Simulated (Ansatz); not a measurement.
Ga₂S₃ (Cc, No. 9) was calculated with LDA (Ansatz, a program for electronic structure, PAW).

Numerical settings: plane-wave cutoff 500 eV, 8×8×8 k mesh, gaussian smearing 0.02 eV, scalar-relativistic PAW data made under PBE.

Cell (relaxed at this level):

```xyz
10
Lattice="5.4650 -3.1476 -0.0152 5.4650 3.1476 -0.0152 -3.5538 0.0000 5.9518" Properties=species:S:1:pos:R:3 pbc="T T T"
Ga     7.3640     0.4276     2.2374
Ga     5.5871    -0.4276     5.2132
Ga     3.6653     0.6054     2.2007
Ga     1.8884    -0.6054     5.1766
S      5.4512    -0.6389     2.9189
S      3.6743     0.6389     5.8948
S      1.7631    -0.5105     2.8895
S     -0.0138     0.5105     5.8654
S      5.4708    -2.6161     0.0916
S      3.6939     2.6161     3.0675
```

Problem. What does this level give for the band gap?

Solution. 
band gap: 1.77 eV (on the SCF k mesh)

Spin–orbit coupling is not included.

Static lattice: no zero-point or thermal effects.
